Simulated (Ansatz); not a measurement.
# CH2N (doublet): from Hartree-Fock to the top rungs at distance H1–H2 along a hydrogen transfer = 1.259 Å, cc-pVDZ

Aim: climb from Hartree-Fock through coupled cluster and multireference methods for CH2N (doublet) at one geometry and basis, and see what each rung misses.

Program: Ansatz 0.2.0, Gaussian basis. Level of theory: cc-pVDZ, core rule «outside noble gas», up to 2 orbitals frozen. These are calculated values, not measurements.

Plan: UHF; CCSD(T) on ROHF; CCSD(T) on UHF; BCCD(T) on ROHF; CISD; CCSDT(Q) on ROHF; CCSDT(Q) on UHF; CASSCF and MRCISD+Q, 3 electrons in 3 orbitals; CASSCF and NEVPT2, 3 electrons in 3 orbitals; CASSCF and MRCISD+Q, 11 electrons in 10 orbitals; CASSCF and NEVPT2, 11 electrons in 10 orbitals.

11 further runs of the same task are left out: 8 that didn't finish, 3 set aside as unsound or not needed.

## 1. What is computed

The geometry derives from fragments relaxed apart (PBE0/def2-TZVP) and kept rigid, so it is no stationary point. A hydrogen atom is moved between rigid fragments.

4 atoms, charge 0, spin multiplicity 2.

Atoms are counted from 1 here; the program's logs count them from 0.

Bond lengths: H2–C4 1.090 Å, N3–C4 1.160 Å. Angles: H2–C4–N3 180.0°.

## 2. UHF

in.yaml reads:

```yaml
crystal:
  periodic: [false, false, false]
  atoms:
    - {symbol: H, position_ang: [0.000000, 0.000000, -1.779271]}
    - {symbol: H, position_ang: [0.000000, 0.000000, -0.520271]}
    - {symbol: N, position_ang: [0.000000, 0.000000, 1.729813]}
    - {symbol: C, position_ang: [0.000000, 0.000000, 0.569729]}
basis:
  gaussian: {orbitals: cc-pVDZ}
magnetization: {spin_polarized: true, initial_magnetization: 1}
hamiltonian: {xc: hf}
output: {orbitals: {seedname: orbitals}}
```

On the command line:

```bash
> ansatz run in.yaml --threads 1 --pin off --events-out ev --progress --plain --max-ram 2393MiB
```

After this run come: CCSD(T) on ROHF; CCSD(T) on UHF; BCCD(T) on ROHF; CISD; CCSDT(Q) on ROHF; CCSDT(Q) on UHF; CASSCF and MRCISD+Q, 3 electrons in 3 orbitals; CASSCF and NEVPT2, 3 electrons in 3 orbitals; CASSCF and MRCISD+Q, 11 electrons in 10 orbitals; CASSCF and NEVPT2, 11 electrons in 10 orbitals.

Before running them: what should the planned runs give, taken together? Wanted: UCCSDT(Q) below the RHF energy; RMP2 from UCCSDT(Q); UMP2 from UCCSDT(Q); RCCSD from UCCSDT(Q); RCCSD(T) from UCCSDT(Q); UCCSD(T) from UCCSDT(Q); RCCSDT(Q) from UCCSDT(Q); NEVPT2 pair from UCCSDT(Q); MRCISD+Q pair from UCCSDT(Q).

The runs gave:

| quantity | value |
| --- | --- |
| UCCSDT(Q) below the RHF energy | -8.5643 eV |
| RMP2 from UCCSDT(Q) | +649.6 meV |
| UMP2 from UCCSDT(Q) | +746.8 meV |
| RCCSD from UCCSDT(Q) | +387.1 meV |
| RCCSD(T) from UCCSDT(Q) | +47.6 meV |
| UCCSD(T) from UCCSDT(Q) | +51.0 meV |
| RCCSDT(Q) from UCCSDT(Q) | +0.5 meV |
| NEVPT2 pair from UCCSDT(Q) | +697.9 meV |
| MRCISD+Q pair from UCCSDT(Q) | +161.0 meV |
| NEVPT2 valence from UCCSDT(Q) | +856.4 meV |
| levels within 1 kcal/mol (43 meV) | RCCSDT, UCCSDT, RCCSDT(Q), MRCISD+Q valence |
| T1 diagnostic | 0.018 |
| effectively unpaired electrons | 1.07 |

**Reading.** RCCSD(T) lands +47.6 meV from the yardstick (0.6 % of the correlation energy). One determinant dominates. Of the multireference levels listed MRCISD+Q valence comes nearest in total energy (+17.0 meV), which doesn't show that its space is the better one. These misses are within one basis, not against nature; the frozen cores of restricted and unrestricted runs differ, which can shift their rows.
